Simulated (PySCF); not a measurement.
3,3,3-trifluoroprop-1-yne, C3HF3.
Cartesian coordinates in Å at the GFN2-xTB level; atoms count from 1:
```
atom  x, y, z in Å
C1     1.747   -0.138    0.014
C2     0.555   -0.043    0.002
C3    -0.898    0.072   -0.013
F4    -1.447   -0.629   -1.016
F5    -1.449   -0.379    1.124
F6    -1.299    1.343   -0.162
H7     2.795   -0.221    0.024
```

Computed, not measured: PySCF 2.14.0, density-fitted response routines, TDDFT B3LYP/def2-SVPD, vertical, gas phase, core orbitals frozen in the response.

Frontier orbitals with the atoms that hold most of them (Löwdin shares over 4%, at most four atoms):

```json
{"orbital": "LUMO+2", "ε (eV)": "0.45", "atoms": "C1 41%, C2 19%, C3 13%, H7 13%"}
{"orbital": "LUMO+1", "ε (eV)": "-0.74", "atoms": "C1 36%, C2 32%, H7 9%, C3 9%"}
{"orbital": "LUMO", "ε (eV)": "-0.74", "atoms": "C1 36%, C2 32%, H7 9%, C3 9%"}
{"orbital": "HOMO", "ε (eV)": "-9.21", "atoms": "C2 44%, C1 42%"}
{"orbital": "HOMO-1", "ε (eV)": "-9.21", "atoms": "C2 44%, C1 42%"}
{"orbital": "HOMO-2", "ε (eV)": "-11.78", "atoms": "F6 33%, F4 33%, F5 33%"}
{"orbital": "HOMO-3", "ε (eV)": "-12.17", "atoms": "F4 24%, F6 24%, F5 24%, C2 13%"}
```

Within 0.005 eV of a neighbour in this list lie HOMO-1/HOMO and LUMO/LUMO+1 (point group found: C3v); within a degenerate set the shares of single atoms can hang on how the components are chosen.

Problem. The HOMO–LUMO gap is 8.48 eV. Where does the response calculation put the lowest singlet, and from which orbitals?

Solution. S1 is at 6.56 eV (f = 0.0000), 1.92 eV below the gap, made of HOMO-1/HOMO→LUMO/LUMO+1 (≥85%). Without the coupling terms of the response equations the lowest excitation would equal the gap.

Next come S2 at 6.75 eV (f 0.0001), HOMO-1/HOMO→LUMO/LUMO+1 (97%); S3 at 6.75 eV (f 0.0001), HOMO-1/HOMO→LUMO/LUMO+1 (97%); S4 at 8.65 eV (f 0.068), HOMO-1/HOMO→LUMO+2 (99%); S5 at 8.65 eV (f 0.068), HOMO-1/HOMO→LUMO+2 (99%).

Orbitals of the list HOMO-3 to LUMO+2 that lie within 0.01 eV of each other are written together with a slash and their weights summed (≥ marks a lower bound); for degenerate orbitals outside that list single weights are arbitrary.

Hardware: an x86-64 server with one thread, shared host. Cost: 14 s.
